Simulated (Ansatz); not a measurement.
C8H18 can be A, `CCCC(C)(C)CC`, or B, `CC[C@@H](C)[C@H](C)CC`.

Computed with Ansatz on PBE0-D4/def2-TZVP structures; ΔE is electronic, products minus reactants. CCSD(T)/CBS is the MP2 limit (def2-TZVPP, def2-QZVPP) plus CCSD(T) − MP2 in def2-TZVPP, frozen cores. DFT in def2-TZVPP. Each species was taken in one conformer, which may not be the lowest.

Which isomer does CCSD(T)/CBS put lower? Give the gap. (Best estimate.)

The calculation gave: A, by 1.8 kcal/mol.

Give E(B) − E(A) in kcal/mol with BLYP-D4, PBE-D4, CCSD(T)/def2-SVP, CCSD(T)/def2-TZVPP, MP2/def2-TZVPP, HF/def2-TZVPP, B2PLYP. (Best estimate.)

The calculation gave: BLYP-D4 1.3, PBE-D4 1.3, CCSD(T)/def2-SVP 1.9, CCSD(T)/def2-TZVPP 1.9, MP2/def2-TZVPP 2.3, HF/def2-TZVPP 1.2, B2PLYP 1.5. None reverses the order clearly.

Largest T1 diagnostic: 0.009.

In def2-TZVPP, CCSD(T) changes the Hartree–Fock value by +0.8 kcal/mol (the triples alone add +0.1 kcal/mol) and MP2 by +1.2 kcal/mol. Leaving LDA and LC-ωPBE aside and taking each functional with its dispersion term where it has one, the values, not all of them listed here, spread over 0.5 kcal/mol, from PBE-D4 to B97M-V.
